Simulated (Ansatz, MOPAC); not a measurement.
Species: methyl formate, C₂H₄O₂, net charge 0, singlet state. SMILES: COC=O
Structure (B3LYP-D3(BJ)/def2-TZVP (Ansatz, a program for electronic structure) minimum search):
```xyz
8

C     -0.9314    -0.0909     0.0015
O     -0.7248    -1.2718    -0.0191
O      0.0010     0.8677     0.0146
H     -1.9259     0.3745     0.0125
C      1.3667     0.4114     0.0025
H      1.9749     1.3108     0.0157
H      1.5676    -0.2028     0.8792
H      1.5619    -0.1729    -0.8956
```
Charge 0, spin multiplicity 1.

Wanted: vertical ionisation energy to the doublet, in eV. Set-up: no dispersion term unless named; 6-311+G** with 5d; spin-orbit terms left out; non-relativistic; UHF or UKS for open shells; each state is the SCF solution reached for its charge and spin. Ab initio and DFT rows: single points at B3LYP-D3(BJ) geometries (Ansatz). Semi-empirical rows: differences of heats of formation at the shared geometry for vertical values.

| species | coefficient | E at B3LYP/6-311+G** (Ansatz), Eh | E at wB97X-V/def2-TZVPD (Ansatz), Eh | heat of formation at PM6 (MOPAC), kcal/mol |
|---|---|---|---|---|
| charge 1, doublet | +1 | -228.73132 | -228.68143 | 172.81 |
| charge 0, singlet | -1 | -229.13865 | -229.08642 | -83.06 |

 1 Eh = 27.2114 eV and 1 eV = 23.0605 kcal/mol.

Compute it at each level from the table.


- B3LYP/6-311+G**: the sum of coefficient times E is 0.40733 Eh, or 11.084 eV. Result: 11.08 eV.
- wB97X-V/def2-TZVPD: the sum of coefficient times E is 0.40499 Eh, or 11.020 eV. Result: 11.02 eV.
- PM6: the sum of coefficient times heat of formation is 255.87 kcal/mol, or 11.10 eV.
